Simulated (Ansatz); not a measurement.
NH⁻, doublet: reading a ladder of total energies

Geometry: a point of a stretch scan, not a stationary point.

```xyz
2

N     0.0000    0.0000    0.0000
H     0.0000    0.0000    1.4350
```

Basis 6-31++G** (Cartesian d functions); Ansatz 0.2.0. Only valence electrons are correlated (noble-gas cores frozen), which leaves 7 electrons in 24 orbitals. R marks a restricted (for open shells ROHF) determinant. This anion state lies near or above the neutral species, so the extra electron is weakly bound or unbound and the energies hang on the diffuse functions.

Full CI is exact within this basis and frozen core; it isn't the basis-set limit.

Runs differ by some tens of microhartree through their thresholds and, for an open shell, their frozen cores, so steps under 0.03 kcal/mol mean nothing.

```json
{"level": "RHF", "total energy (hartree)": "-54.853103"}
{"level": "RMP2", "total energy (hartree)": "-55.016084"}
{"level": "RCCSD", "total energy (hartree)": "-55.036927"}
{"level": "RCCSD(T)", "total energy (hartree)": "-55.043315"}
{"level": "RCCSDT", "total energy (hartree)": "-55.044109"}
{"level": "RCCSDT(Q)", "total energy (hartree)": "-55.044791"}
{"level": "full CI", "total energy (hartree)": "-55.044824"}
```

Question: What is the correlation energy at full CI, and what share of it do RMP2 and RCCSD recover?

Answer: E(corr) = -55.044824 − (-54.853103) = -0.191721 hartree = -5.217 eV. RMP2: -0.162981 / -0.191721 = 85.01 %. RCCSD: -0.183824 / -0.191721 = 95.88 %.

Question: By how many kcal/mol does RCCSD(T) miss full CI (1 hartree = 627.509 kcal/mol), and which steps make up the rest?

Answer: -55.043315 − (-55.044824) = 0.001509 hartree = 0.95 kcal/mol. Steps: RCCSDT − RCCSD(T) = -0.50, RCCSDT(Q) − RCCSDT = -0.43, full CI − RCCSDT(Q) = -0.02 kcal/mol. Differences between like states or geometries often cancel part of this.
